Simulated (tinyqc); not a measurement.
Ways to converge the cycle: SCF convergence aids in the sto-3g basis, for H2O, spin multiplicity 3. Computed by the program tinyqc with PySCF. Command: `OMP_NUM_THREADS=1 python tinyqc.py 115175 115176 out.jsonl`; one thread of a shared host (Intel(R) Xeon(R) Processor @ 2.60GHz), about 2 s.

Geometry (angstrom):

| atom | x | y | z |
|---|---|---|---|
| O | 0.0000 | 0.0000 | 0.0000 |
| H | 0.0000 | 0.8300 | 0.6990 |
| H | 0.0000 | -0.7870 | 0.6630 |

lowest solution found by these runs and by PySCF with stability checks = -74.671986 hartree

UHF with one setting changed at a time; a run stops when the energy changes by less than 1e-09 hartree and the error matrix is below 1e-5. The start is the Wolfsberg-Helmholz matrix. Damping d keeps d of the old density; a shift (hartree) raises the virtual levels; DIIS n extrapolates F over n matrices.

Largest element of the error matrix X^T (FDS - SDF) X:

| iteration | plain | damping 0.3 | damping 0.6 | shift 0.4 | DIIS 3 | DIIS 8 |
|---|---|---|---|---|---|---|
| 1 | 1.9e-01 | 1.9e-01 | 1.9e-01 | 1.9e-01 | 1.9e-01 | 1.9e-01 |
| 2 | 6.8e-02 | 9.0e-02 | 1.2e-01 | 8.6e-02 | 6.8e-02 | 6.8e-02 |
| 3 | 3.3e-02 | 5.8e-02 | 8.9e-02 | 5.1e-02 | 3.2e-02 | 3.2e-02 |
| 4 | 2.9e-02 | 3.8e-02 | 7.2e-02 | 3.4e-02 | 2.7e-02 | 2.7e-02 |
| 5 | 2.4e-02 | 2.9e-02 | 5.8e-02 | 3.4e-02 | 2.1e-02 | 2.1e-02 |
| 6 | 2.0e-02 | 2.6e-02 | 4.6e-02 | 3.3e-02 | 1.2e-02 | 1.1e-02 |
| 8 | 1.4e-02 | 1.9e-02 | 3.0e-02 | 2.9e-02 | 5.4e-03 | 4.4e-03 |
| 10 | 8.5e-03 | 1.6e-02 | 2.6e-02 | 2.3e-02 | 1.6e-03 | 8.6e-04 |
| 14 | 4.0e-03 | 8.4e-03 | 1.8e-02 | 1.4e-02 | 3.4e-05 | 2.0e-06 |
| 20 | 1.6e-03 | 3.8e-03 | 1.2e-02 | 6.6e-03 | - | - |
| 30 | 3.6e-04 | 1.4e-03 | 4.8e-03 | 2.5e-03 | - | - |
| 45 | 3.8e-05 | 2.9e-04 | 2.1e-03 | 6.3e-04 | - | - |
| 60 | - | 6.3e-05 | 8.9e-04 | 1.6e-04 | - | - |

How each run ends:

| run | iterations | E (hartree) | state |
|---|---|---|---|
| plain | 55 | -74.671986 | lowest found |
| damping 0.3 | >60 | -74.671985 | falls steadily but slowly, by a factor of about 0.90 a step |
| damping 0.6 | >60 | -74.671951 | falls steadily but slowly, by a factor of about 0.94 a step |
| shift 0.4 | >60 | -74.671984 | falls steadily but slowly, by a factor of about 0.91 a step |
| DIIS 3 | 17 | -74.671986 | lowest found |
| DIIS 8 | 14 | -74.671986 | lowest found |

3 of 6 runs reach the lowest solution found, in 14 to 55 iterations (fastest: DIIS 8). Not converged: damping 0.3, damping 0.6, shift 0.4. Plain steps already contract here, so damping only slows them. DIIS 3 and DIIS 8 gain by cancelling the error over several earlier matrices, much as a quasi-Newton step does.
